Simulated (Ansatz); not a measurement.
GeH$_{2}$⁺, doublet: the ladder up to full CI

Geometry: a point of a breathe scan, not a stationary point.

| atom | x (Å) | y (Å) | z (Å) |
| --- | --- | --- | --- |
| Ge | 0.0000 | -0.0228 | 0.0000 |
| H | 0.0000 | 0.8219 | -1.4902 |
| H | 0.0000 | 0.8219 | 1.4902 |

Basis aug-cc-pVDZ; Ansatz 0.2.0. Only valence electrons are correlated (noble-gas cores and the filled d shells of p-block atoms frozen), which leaves 5 electrons in 40 orbitals. R marks a restricted (for open shells ROHF) determinant. Active spaces: pair = (3e, 3o) about the gap; valence = (5e, 6o) chosen from the atoms' valence shells. No spin–orbit coupling is included, and no scalar relativity.

Full CI is exact within this basis and frozen core; it isn't the basis-set limit.

For open shells CISD is restricted-active-space CI with the open shells as a complete middle space.

The UHF ⟨S²⟩ is 0.771 and the T1 diagnostic (RCCSD) is 0.0271. The largest doubles amplitude (RCCSD) is 0.060.

Problem. From what is known of these methods and the diagnostics, rank them by the size of their error in total energy against full CI in aug-cc-pVDZ, smallest first (an estimate: the text doesn't fix the numbers).
A. RCCSDT
B. MRCISD (pair space)
C. NEVPT2 (valence space)
D. MRCISD (valence space)
E. RCCSD(T)

Solution. A (1 meV), E (21 meV), D (35 meV), B (92 meV), C (361 meV).

All errors are against full CI in aug-cc-pVDZ. Within each family the higher level lies nearer, as is usual though not guaranteed.

The full-CI state has the irrep A1 of C2v, in the program's axes.

Natural occupations of full CI about the gap: 1.946 1.923 0.991 0.043 0.031 0.023 0.008 0.007 0.006 0.004; effectively unpaired electrons, Σ n²(2−n)², 1.05.
